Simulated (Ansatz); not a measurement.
Two shapes of singlet N₂H₂.

Shape 1:

```xyz
4

N     0.0402   -0.0214   -0.5954
N     0.0352    0.0049    0.6510
H    -0.0212    0.9840   -0.8704
H     0.0364   -0.9629    0.9042
```

Shape 2:

```xyz
4

N     0.0000    0.0001   -0.5666
N     0.0000   -0.0001    0.5666
H     0.0000    0.9161   -0.8410
H     0.0000   -0.9161    0.8410
```

Basis set: 6-31G* (spherical functions). Frozen core: 2 orbitals. Charge 0, multiplicity 1.

Computed with Ansatz (development build ahead of 0.2.0); each method stands on the lowest determinant of its kind that the runs found.

Which shape is lower in energy, and by how much in each method?

```csv
method,E(2) − E(1) (eV)
RHF,0.515
RHF-MP2,1.069
```

Shape 1 is lower. Caution: no unrestricted run beside it, a lower state can exist.
